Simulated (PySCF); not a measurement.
# CH−: from the state search to spectroscopic constants

Aim: find the lowest electronic state of CH−, scan its bond at several levels of theory, and get bond length, wavenumber and dissociation energy from each curve.

Program: PySCF 2.14.0. Level of theory: H def2-TZVPPD, C def2-TZVPPD, no relativity. These are calculated values, not measurements.

3 further runs of the same task are left out: 3 set aside as unsound or not needed.

### 1 Set-up

A driver script around PySCF takes these settings:

```
atoms                         : H, C
charge                        : -1
basis                         : H def2-TZVPPD, C def2-TZVPPD
Hamiltonian                   : no relativity
basis functions               : 54
electrons treated             : 8
masses in u                   : 1.0078, 12.0000
levels                        : PBE0, PBE, r²SCAN, BP86, M06-2X, r²SCAN0, BHandHLYP, M06, CAM-B3LYP, HF, MP2, SCS-MP2, CCSD, CCSD(T)
grid                          : 80 radial by 434 angular points
occupations                   : held fixed by the projection of orbital angular momentum
dissociation limit            : H + C−, each in its ground configuration
starting distance in angstrom : 1.130
values of 2S to try           : 0, 2, 4
```

Started as:

```bash
> OMP_NUM_THREADS=1 python dia.py task.json out
```

After this run come: PBE0 along the bond; PBE (GGA); r²SCAN (meta-GGA); BP86; M06-2X; r²SCAN0; BHandHLYP (global hybrid GGA); M06; CAM-B3LYP (range-separated hybrid); UHF (mean field); Adding correlation.

Before running it: what results should come out? Wanted: for each run, Re; ωe; De; μ.

The runs gave:

Lowest PBE0 solution found, without spin–orbit coupling: ³Σ⁻ (triplet), unpaired electrons π ↑↑.

| level | Re (Å) | ωe (cm⁻¹) | De (eV) | μ (D) |
| --- | --- | --- | --- | --- |
| UHF | 1.126 | 2705 | 2.47 | -1.41 |
| UHF-MP2 | 1.129 | 2727 | 3.42 | n/a |
| UHF-SCS-MP2 | 1.129 | 2712 | 3.59 | n/a |
| UHF-CCSD | 1.136 | 2625 | 3.50 | n/a |
| UHF-CCSD(T) | 1.139 | 2599 | 3.54 | n/a |
| PBE | 1.149 | 2532 | 3.74 | -1.01 |
| BP86 | 1.151 | 2513 | 3.88 | -0.99 |
| r²SCAN | 1.142 | 2571 | 3.64 | -1.13 |
| PBE0 | 1.139 | 2625 | 3.65 | -1.14 |
| r²SCAN0 | 1.134 | 2641 | 3.60 | -1.21 |
| M06 | 1.135 | 2584 | 3.62 | -1.20 |
| BHandHLYP | 1.127 | 2690 | 3.67 | -1.23 |
| M06-2X | 1.131 | 2665 | 3.62 | -1.23 |
| CAM-B3LYP | 1.133 | 2645 | 3.74 | -1.22 |

De is counted to H + C− in their ground configurations. A positive dipole points from H to C; in an ion it is taken about the centre of mass and does not tell which atom is negative.

Differences from CCSD(T) in the same basis:

| level | Re (mÅ) | ωe (%) |
| --- | --- | --- |
| UHF | -13 | +4.1 |
| UHF-MP2 | -10 | +4.9 |
| UHF-SCS-MP2 | -10 | +4.3 |
| UHF-CCSD | -3 | +1.0 |
| PBE | +10 | -2.6 |
| BP86 | +12 | -3.3 |
| r²SCAN | +3 | -1.1 |
| PBE0 | 0 | +1.0 |
| r²SCAN0 | -5 | +1.6 |
| M06 | -4 | -0.6 |
| BHandHLYP | -12 | +3.5 |
| M06-2X | -8 | +2.5 |
| CAM-B3LYP | -6 | +1.7 |

Against CCSD(T) in the same basis, the bond length is nearest at PBE0 (0 mÅ) and farthest at UHF (-13 mÅ); the wavenumber is nearest at M06 (-0.6 %) and farthest at UHF-MP2 (+4.9 %). Hartree–Fock makes the bond too short and too stiff against this reference, as it mostly does. PBE gives a bond that is too long and too soft, as GGAs tend to. Among the levels with a De in the table, it runs from 2.47 eV (UHF) to 3.88 eV (BP86).

Correlated steps freeze 1 core orbital. With some functionals the highest level of the anion is positive, from self-interaction error or because the anion is truly unbound there; the finite basis then holds the extra electron, and no neutral molecule was run to test the binding.
